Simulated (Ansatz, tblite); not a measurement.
# MoO3: spin states and exact exchange

Aim: set other spin states of MoO3 against its singlet, on many levels of theory.

Computed with Ansatz 0.2.0, Gaussian basis. Level: as each input shows.

Plan: triplet, at the geometry of the singlet (GFN1-xTB, GFN2-xTB, PBE0-D4/def2-TZVP, PBE-D4/def2-TZVP, r2SCAN-D4/def2-TZVP); the singlet's energies come from earlier runs.

1 further run of the same task is left out (set aside as unsound or not needed). Runs told in other sessions of the task aren't counted.

### Step 1. The structure

The geometry is that of the singlet, from an earlier relaxation (r2SCAN-D4/def2-TZVP).

4 atoms, charge 0, spin multiplicity 1.

Bond lengths: Mo1–O2 1.705 Å, Mo1–O3 1.705 Å, Mo1–O4 1.705 Å. Angles: O2–Mo1–O3 109.6°, O2–Mo1–O4 109.6°, O3–Mo1–O4 109.6°.

Formally the metal is d0. Mo takes a core potential in the def2 sets. No spin-orbit coupling is included.

### Step 2. Triplet at the fixed geometry, GFN1-xTB

Tight binding, by tblite at 300 K electronic temperature and without a spin-polarisation term:

```python
tblite.interface.Calculator('GFN1-xTB', numbers, positions, charge=0, uhf=2).singlepoint()
```

Energy -437.9657 eV; 0.002 s.

### Step 3. Triplet at the fixed geometry, GFN2-xTB

Tight binding, by tblite at 300 K electronic temperature and without a spin-polarisation term:

```python
tblite.interface.Calculator('GFN2-xTB', numbers, positions, charge=0, uhf=2).singlepoint()
```

Energy -385.2336 eV; 0.002 s.

### Step 4. Triplet at the fixed geometry, PBE0-D4/def2-TZVP

Contents of in.yaml:

```yaml
crystal:
  periodic: [false, false, false]
  atoms:
    - {symbol: Mo, position_ang: [-0.003911, 0.002633, 0.424154]}
    - {symbol: O, position_ang: [1.609150, -0.027603, -0.126332]}
    - {symbol: O, position_ang: [-0.779396, 1.404918, -0.157340]}
    - {symbol: O, position_ang: [-0.825833, -1.379948, -0.140482]}
basis:
  gaussian: {orbitals: def2-TZVP}
magnetization: {spin_polarized: true, initial_magnetization: 2}
hamiltonian: {xc: pbe0, dispersion: d4}
scf: {omitted_lower_state_checks: [starts]}
output: {orbitals: {seedname: orbitals}}
```

Run with:

```
$ ansatz run in.yaml --threads 4 --pin off --events-out ev --progress --plain --max-ram 3916MiB
```

The log of the run:

```text
Functional definition: PBE0
  name "PBE0"
  cite "Adamo & Barone, J. Chem. Phys. 110, 6158 (1999) doi:10.1063/1.478522"
  cite "Perdew, Burke & Ernzerhof, Phys. Rev. Lett. 77, 3865 (1996) doi:10.1103/PhysRevLett.77.3865"
  parent pbe
  parameter a = 0.25
  parameter kappa = 0.804
  parameter beta = 0.06672455060314922
  exchange = (1 - a)*pbe_x(kappa = kappa, mu = beta*pi^2/3) + a*exact_x
  correlation = pbe_c(beta = beta)
these checks for a lower state are left out or cut short: starts
831 factors; their error is unknown
mean field evaluation 1: about -7980.3106 eV, gradient 6.0e1 eV
mean field evaluation 2: about -7851.9129 eV, gradient 2.0e2 eV
mean field evaluation 4: about -7990.8320 eV, gradient 1.9e1 eV
mean field evaluation 8: about -7992.1870 eV, gradient 1.5e-1 eV
mean field evaluation 16: about -7992.2808 eV, gradient 5.9e-2 eV
mean field evaluation 32: about -7992.3229 eV, gradient 1.5e-5 eV
mean field -7992.32285369 eV, -293.7124474820 hartree, gradient 4.8e-6 eV, S^2 2.040531; 0 other end points of the search recorded, 0 dependent functions left out
reference -7992.32289614 eV, -293.7124490422 hartree; 20, 18 occupied and 113, 115 virtual orbitals, 831 factors
Total energy: -7992.40196127 eV, -293.7153546320 hartree
Checks for a lower state left out: starts
```

Wall time 2.1 s (4 threads of AMD EPYC 9B45, shared host).

From the report: HOMO -7.08 eV, LUMO -6.87 eV (over both spins); ⟨S²⟩ 2.041 (pure: 2.00).

### Step 5. Triplet at the fixed geometry, PBE-D4/def2-TZVP

start.molden holds the orbitals of an earlier run on this state, given as this run's starting guess.

Edit in.yaml of step 4 so:

```diff
@@ -8,5 +8,5 @@
 basis:
-  gaussian: {orbitals: def2-TZVP}
+  gaussian: {orbitals: def2-TZVP, initial_orbitals: start.molden}
 magnetization: {spin_polarized: true, initial_magnetization: 2}
-hamiltonian: {xc: pbe0, dispersion: d4}
+hamiltonian: {xc: pbe, dispersion: d4}
 scf: {omitted_lower_state_checks: [starts]}
```

The command is unchanged.

The log of the run:

```text
Functional definition: PBE
  name "PBE"
  cite "Perdew, Burke & Ernzerhof, Phys. Rev. Lett. 77, 3865 (1996) doi:10.1103/PhysRevLett.77.3865"
  parent pbe
  parameter kappa = 0.804
  parameter beta = 0.06672455060314922
  exchange = pbe_x(kappa = kappa, mu = beta*pi^2/3)
  correlation = pbe_c(beta = beta)
these checks for a lower state are left out or cut short: starts
761 factors; their error is unknown
mean field evaluation 1: about -7994.6703 eV, gradient 6.8e0 eV
mean field evaluation 2: about -7994.9181 eV, gradient 1.0e0 eV
mean field evaluation 4: about -7995.0217 eV, gradient 4.3e-2 eV
mean field evaluation 8: about -7995.0165 eV, gradient 2.4e-5 eV
mean field -7995.01648096 eV, -293.8114364586 hartree, gradient 2.3e-5 eV, S^2 2.008401; 0 other end points of the search recorded, 0 dependent functions left out
reference -7995.01654107 eV, -293.8114386674 hartree; 20, 18 occupied and 113, 115 virtual orbitals, 761 factors
Total energy: -7995.11141506 eV, -293.8149252222 hartree
Checks for a lower state left out: starts
```

Run time: 0.75 s. Hardware: 4 threads of AMD EPYC 9B45, shared host.

From the report: HOMO -5.65 eV, LUMO -7.99 eV (over both spins; with the spin held, an empty level of the minority spin lies below the top filled one); ⟨S²⟩ 2.008 (pure: 2.00).

### Step 6. Triplet at the fixed geometry, r2SCAN-D4/def2-TZVP

Edit in.yaml of step 5 so:

```diff
@@ -10,3 +10,3 @@
 magnetization: {spin_polarized: true, initial_magnetization: 2}
-hamiltonian: {xc: pbe, dispersion: d4}
+hamiltonian: {xc: r2scan, dispersion: d4}
 scf: {omitted_lower_state_checks: [starts]}
```

Same command.

The log of the run (excerpt; [...] marks lines left out):

```text
Functional definition: r2SCAN
  name "r2SCAN"
  cite "Furness, Kaplan, Ning, Perdew & Sun, J. Phys. Chem. Lett. 11, 8208 (2020) doi:10.1021/acs.jpclett.0c02405"
  cite "Furness, Kaplan, Ning, Perdew & Sun, J. Phys. Chem. Lett. 11, 9248 (2020) doi:10.1021/acs.jpclett.0c03077"
  parent r2scan
[...]
761 factors; their error is unknown
[...]
mean field -7998.07706915 eV, -293.9239109998 hartree, gradient 2.0e-6 eV, S^2 2.021304; 0 other end points of the search recorded, 0 dependent functions left out
reference -7998.07709296 eV, -293.9239118750 hartree; 20, 18 occupied and 113, 115 virtual orbitals, 761 factors
Total energy: -7998.09752468 eV, -293.9246627269 hartree
Checks for a lower state left out: starts
```

Wall time 2.9 s (4 threads of AMD EPYC 9B45, shared host).

From the report: HOMO -6.10 eV, LUMO -7.90 eV (over both spins; with the spin held, an empty level of the minority spin lies below the top filled one); ⟨S²⟩ 2.021 (pure: 2.00).

### Step 7. Triplet less singlet, vertical

The singlet's energies are those of its earlier runs, whose logs aren't repeated here.

```csv
level,"triplet less singlet, vertical (kcal/mol)",time
GFN1-xTB,+75.0,0.004 s
GFN2-xTB,+25.7,0.004 s
PBE-D4/def2-TZVP,+48.1,1.1 s
r2SCAN-D4/def2-TZVP,+46.2,3.5 s
PBE0-D4/def2-TZVP,+46.6,2.5 s
```

Times add the two runs; a level without a time comes out of a correlated run. Tight binding without a spin term can't rank spin states.

### Step 8. Outcome

```
                                                quantity                                         value
triplet less singlet, vertical, functionals in def2-TZVP  +46.2 (r2SCAN-D4) to +48.1 kcal/mol (PBE-D4)
```

All functionals put the triplet above the singlet, over a spread of 1.9 kcal/mol. The checks for a lower triplet were left out, so another state of that spin may lie lower. The singlet here is a closed shell; an open-shell singlet can lie lower. These are electronic energies, without zero-point motion, entropy or surroundings.
